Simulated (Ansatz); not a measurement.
# C3H5NS: up Jacob's ladder to CCSD(T)

Aim: compute C3H5NS with functionals from several rungs and with coupled cluster, and see how far each lands from CCSD(T) at the basis-set limit for the atomisation energy.

Method: functionals in def2-TZVPP, the program's frozen cores in correlated methods; program: Ansatz 0.2.0, Gaussian basis.

The runs, in order: LDA (SPW92), PBE-D4, revPBE-D4, BLYP-D4, r2SCAN-D4, B97M-V, PBE0-D4, B3LYP-D4, r2SCANh-D4, r2SCAN0-D4, HSE06-D4, BHLYP-D4, CAM-B3LYP-D4, LC-ωPBE, ωB97X-V, ωB97M-V, B2PLYP, PBE-QIDH; CCSD(T)/def2-SVP; CCSD(T)/def2-TZVPP; MP2/def2-QZVPP; extrapolation to the limit; RPA on PBE.

## 1. Structure used throughout

The geometry comes from an earlier relaxation with PBE0-D4 in a triple-zeta def2 set; it is a stationary point, not always the lowest conformer.

SMILES `CC(=N)C=S`, 10 atoms, charge 0, spin multiplicity 1.

Atoms are counted from 1 here; the program's logs count them from 0.

Bond lengths: C1–C2 1.494 Å, C1–H6 1.088 Å, C1–H7 1.094 Å, C1–H8 1.094 Å, C2–N3 1.267 Å, C2–C4 1.493 Å, N3–H9 1.027 Å, C4–S5 1.607 Å, C4–H10 1.092 Å. Angles: C2–C1–H6 110.1°, C2–C1–H7 110.5°, C2–C1–H8 110.5°, H6–C1–H7 109.4°, H6–C1–H8 109.4°, H7–C1–H8 106.9°, C1–C2–N3 121.0°, C1–C2–C4 115.7°, N3–C2–C4 123.2°, C2–N3–H9 109.1°, C2–C4–S5 125.4°, C2–C4–H10 114.9°, S5–C4–H10 119.7°.

## 2. LDA

This LDA is Slater exchange with PW92 correlation.

Input file in.yaml:

```yaml
crystal:
  periodic: [false, false, false]
  atoms:
    - {symbol: C, position_ang: [-0.568194, -0.416293, 1.134088]}
    - {symbol: C, position_ang: [0.095120, 0.360054, 0.042900]}
    - {symbol: N, position_ang: [0.382500, 1.584967, 0.194309]}
    - {symbol: C, position_ang: [0.386124, -0.400580, -1.208997]}
    - {symbol: S, position_ang: [1.086464, 0.203975, -2.523141]}
    - {symbol: H, position_ang: [-0.735339, 0.222989, 1.998294]}
    - {symbol: H, position_ang: [0.049977, -1.270065, 1.428202]}
    - {symbol: H, position_ang: [-1.525661, -0.819795, 0.790528]}
    - {symbol: H, position_ang: [0.828664, 1.933521, -0.662175]}
    - {symbol: H, position_ang: [0.083444, -1.450072, -1.191007]}
basis:
  gaussian: {orbitals: def2-TZVPP}
hamiltonian: {xc: lda}
output: {orbitals: {seedname: orbitals}}
```

Launch:

```
$ ansatz run in.yaml --threads 4 --pin off --events-out ev --progress --plain --max-ram 10444MiB
```

Further steps of the session: PBE-D4 (GGA); revPBE-D4 (GGA); BLYP-D4 (GGA); r2SCAN-D4 (meta-GGA); B97M-V (meta-GGA); PBE0-D4 (hybrid); B3LYP-D4 (hybrid); r2SCANh-D4 (hybrid); r2SCAN0-D4 (hybrid); HSE06-D4 (hybrid); BHLYP-D4 (hybrid); CAM-B3LYP-D4 (range-separated); LC-ωPBE (range-separated); ωB97X-V (range-separated); ωB97M-V (range-separated); B2PLYP (double hybrid); PBE-QIDH (double hybrid); CCSD(T) in def2-SVP; CCSD(T) in def2-TZVPP; MP2 in def2-QZVPP; RPA on PBE orbitals.

**Question.** What will the summary of the whole plan be? Wanted: atomisation energy, CCSD(T)/CBS; farthest beyond LDA; mean size of error, GGA; mean size of error, meta-GGA; mean size of error, hybrid; mean size of error, range-separated; mean size of error, double hybrid; gap, smallest and largest; T1 diagnostic.

As calculated:

| quantity | value |
| --- | --- |
| atomisation energy, CCSD(T)/CBS | 3971.7 kJ/mol |
| functionals within 19.9 kJ/mol (0.5 %) | r2SCAN-D4, B3LYP-D4, r2SCANh-D4, CAM-B3LYP-D4, LC-ωPBE, ωB97X-V, PBE-QIDH |
| farthest beyond LDA | PBE-D4 (+158.3 kJ/mol) |
| mean size of error, GGA | 84.4 kJ/mol |
| mean size of error, meta-GGA | 22.2 kJ/mol |
| mean size of error, hybrid | 56.9 kJ/mol |
| mean size of error, range-separated | 18.3 kJ/mol |
| mean size of error, double hybrid | 20.7 kJ/mol |
| gap, smallest and largest | 1.63 eV (LDA (SPW92)), 8.82 eV (LC-ωPBE) |
| T1 diagnostic | 0.0143 |
| triples share of the correlation energy | 4.8 % |

In words: The LDA atomisation energy is off by 661.4 kJ/mol (17 %): it overbinds. PBE-D4 is off by +158.3 kJ/mol. Double hybrids carry the basis error of their MP2 part in triple zeta, and no dispersion term here, so their miss is partly the set-up's. By mean error the best rung here is range-separated (18.3 kJ/mol) and the worst beyond LDA is GGA (84.4 kJ/mol). The gap between the best rungs is small, so their order is not settled. Misses under about 19.9 kJ/mol are within the doubt on the reference itself, which lacks core-valence correlation, relativity and higher excitations. Hartree-Fock recovers 69 % of the binding; the rest is correlation. CCSD(T) in def2-SVP is off by -198.2 kJ/mol, more than most functionals: a good method in a small basis is no reference. Orbital gaps span 1.6 to 8.8 eV; exact exchange widens them. The restricted reference is unstable towards a spin-broken one.
